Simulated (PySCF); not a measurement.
A made-up structure of Si2HF, singlet:

F1  (1.376, 1.471, -2.766)
Si2  (0.177, 0.204, 0.566)
Si3  (0.568, 0.816, -1.409)
H4  (-0.423, -0.429, -0.890)
(Å)

It is relaxed with PBE-D4/def2-SVP and then PBE0-D4/def2-TZVP (PySCF 2.14 with density fitting (its default auxiliary sets; JK sets also for MP2 and CCSD(T))). Atoms count as bonded within 1.22 times the sum of their covalent radii (H–H: 0.88 Å). The end point is not checked to be a true minimum.

Task: Does its bonding change? (A judgement: the text doesn't fix the answer.)

Result: By the calculation: No: no bond forms or breaks.

Where it ends: The first stage lowers the energy by 0.42 eV in 15 steps. It ends as Si₂HF ([F][Si]1[H][Si]1):
```csv
atom,x (Å),y (Å),z (Å)
F1,1.1829,1.1439,-2.7431
Si2,-0.0944,0.2999,0.5735
Si3,0.7548,1.0102,-1.2148
H4,-0.1812,-0.3822,-0.9532
```

Labels in which every atom is bracketed show which atoms are joined, not bond orders.

For scale, one of the runs: PBE0-D4/def2-TZVP relaxation, 111 basis functions, launched by `OMP_NUM_THREADS=2 python run.py`. Time: 34 s of wall clock on 2 CPU threads of an Arm Neoverse V1; the host was shared. Peak host memory: 1.1 GiB.
